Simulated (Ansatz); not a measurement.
Process, species as SMILES: [SiH2]=C (CH2-SiH2) + 2 [H][H] (H2) → C (CH4) + [SiH4] (SiH4)
B3LYP-D3(BJ)/def2-TZVP geometries, fixed; electronic energies without zero-point terms.
Largest species:
```
Si
C 1 1.7009
H 2 1.0823 1 122.25
H 2 1.0823 3 115.51 1 180.00
H 1 1.4730 2 122.63 3 0.00
H 1 1.4730 5 114.74 2 -180.00
```
Charge 0, spin multiplicity 1.

Basis-set convergence of the energy of full hydrogenation at PBE with Ansatz (a program for electronic structure). Cartesian d functions, on some or all atoms, in 6-31+G*, 6-31G**, 6-311+G**; all else is spherical. The program fits the integrals of some runs and decomposes those of others, by size. No added dispersion term, no relativity. Functions are those of the species that has most. Reference: the value in aug-pcseg-3, -62.97 kcal/mol, itself unsure by roughly 0.04 kcal/mol (its mean distance from aug-cc-pV(Q+d)Z, cc-pV(5+d)Z, def2-QZVPPD).

| basis | functions | energy of full hydrogenation (kcal/mol) |
|---|---|---|
| STO-3G | 18 | -89.63 |
| pcseg-0 | 30 | … |
| 6-31+G* | 50 | -66.32 |
| def2-SVP | 52 | … |
| 6-31G** | 54 | … |
| def2-SVPD | 76 | -67.47 |
| 6-311+G** | 77 | … |
| 6-311++G(2d,2p) | 102 | -63.61 |
| cc-pV(T+d)Z | 125 | -63.43 |
| def2-TZVPP | 129 | -63.25 |
| 6-311++G(3df,3pd) | 158 | -63.11 |
| aug-cc-pV(T+d)Z | 193 | -63.05 |
| cc-pV(Q+d)Z | 239 | -63.14 |

### Question
Some entries are withheld; supply them.

### Answer

- pcseg-0, energy of full hydrogenation (kcal/mol): -62.12
- def2-SVP, energy of full hydrogenation (kcal/mol): -67.03
- 6-31G**, energy of full hydrogenation (kcal/mol): -64.98
- 6-311+G**, energy of full hydrogenation (kcal/mol): -63.63
